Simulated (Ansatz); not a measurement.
```yaml
crystal:
  periodic: [false, false, false]
  atoms:
    - {symbol: Si, position_ang: [-1.083537, -0.008225, 0.005078]}
    - {symbol: S, position_ang: [1.055543, 0.008012, -0.004946]}
    - {symbol: H, position_ang: [-1.703553, 1.282442, 0.004867]}
    - {symbol: H, position_ang: [-1.683860, -1.308154, 0.011007]}
basis:
  gaussian: {orbitals: def2-TZVP}
magnetization: {spin_polarized: true, initial_magnetization: 2}
hamiltonian: {xc: pbe0}
relax: {f_tol: 0.004, max_steps: 80}
```

```sh
$ ansatz run in.yaml --threads 1 --pin off --events-out ev --progress --plain --max-ram 2176MiB
```

Steps of the relaxation (energy above the last step; positions in Å, forces in eV/Å):

```
4
step 1, 42.7 meV
Si   -1.084   -0.008    0.005    1.289    0.010   -0.006
S     1.056    0.008   -0.005   -0.360   -0.003    0.002
H    -1.704    1.282    0.005   -0.469    0.640    0.001
H    -1.684   -1.308    0.011   -0.459   -0.647    0.004
```

```
4
step 2, 3.8 meV
Si   -1.053   -0.008    0.005    0.389    0.003   -0.002
S     1.067    0.008   -0.005   -0.115   -0.001    0.001
H    -1.725    1.286    0.005   -0.139    0.188    0.000
H    -1.705   -1.312    0.011   -0.136   -0.190    0.001
```

```
4
step 3, 0.0 meV
Si   -1.040   -0.008    0.005   -0.016    0.000    0.000
S     1.072    0.008   -0.005    0.007    0.000    0.000
H    -1.734    1.288    0.005    0.004    0.009    0.000
H    -1.714   -1.314    0.011    0.004   -0.009    0.000
```

```
4
step 4, 0.0 meV
Si   -1.041   -0.008    0.005    0.001    0.000    0.000
S     1.071    0.008   -0.005    0.001    0.000    0.000
H    -1.732    1.290    0.005   -0.001   -0.002    0.000
H    -1.713   -1.316    0.011   -0.001    0.002    0.000
```

Close pairs at the end: Si1–H4 1.470 Å, Si1–H3 1.470 Å, Si1–S2 2.112 Å.

A stationary point of unrestricted PBE0 after 4 steps, with ⟨S²⟩ = 2.010 against 2.00 for a pure state; no frequencies were run, so it isn't proven a minimum. 25 s on 1 thread of Arm Neoverse V1, shared host.
